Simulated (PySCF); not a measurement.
## AlN⁺: one state, many levels of theory

State: ⁴Σ⁻ (quartet), unpaired electrons σ ↑, π ↑↑. Set-up: Al def2-TZVPPD, N def2-TZVPPD; no relativity (PySCF 2.14). De refers to Al⁺ + N in their high-spin ground configurations, without counterpoise correction. The functionals are run spin-unrestricted. A positive dipole points towards N; it is taken about the centre of mass and depends on that origin. Levels whose curve was spin-contaminated or gave no clean fit are not listed.

| Level | Re (Å) | ωe (cm⁻¹) | De (eV) | μ (D) |
| --- | --- | --- | --- | --- |
| LDA | 1.991 | 450 | 0.86 | -2.71 |
| PBE | 2.016 | 422 | 0.64 | -2.78 |
| TPSS | 1.990 | 445 | 0.62 | -2.91 |
| r²SCAN | 2.029 | 390 | 0.53 | -2.78 |
| PBE0 | 2.043 | 336 | 0.399 | -2.69 |
| M06 | 2.124 | 242 | 0.305 | -2.38 |
| BHandHLYP | 2.256 | 125 | 0.153 | -2.41 |
| ωB97X-V | 2.097 | 243 | 0.263 | -2.56 |
| B2PLYP | 2.108 | 219 | 0.195 | -2.30 |

(1) What does a quarter of exact exchange do here, going from PBE to PBE0?

(2) What does the gradient correction do here, going from LDA to PBE?

Correlated steps freeze 6 core orbitals. The bond is weak. Basis-set superposition, not corrected here, can be much of De in a small basis, most of all at correlated wavefunction levels. For an ion De counts to the pair picked by the measured ionisation energies or electron affinities, which need not be the lowest pair at this level. B2PLYP dipoles, levels and charges come from its SCF part alone. The state is the lowest determinant that a PBE0 search found; another state may lie lower at other levels.

The whole job (state search and all levels along the bond) took about 3 min on 2 threads of AMD EPYC 9R45 96-Core (shared host), peak memory 3 GiB.

Results:

(1) PBE0 less PBE: +2.7 pm in Re, -20.4 % in ωe, -0.24 eV in De. Exact exchange removes part of the self-interaction that spreads semilocal densities, and in most molecules shortens and stiffens the bond and lowers De; here Re and ωe go the other way.

(2) PBE less LDA: +2.5 pm in Re, -6.2 % in ωe, -0.22 eV in De. The gradient correction favours the more uneven density of free atoms, so it tends to lengthen bonds and takes away much of the overbinding of LDA; so it does here.
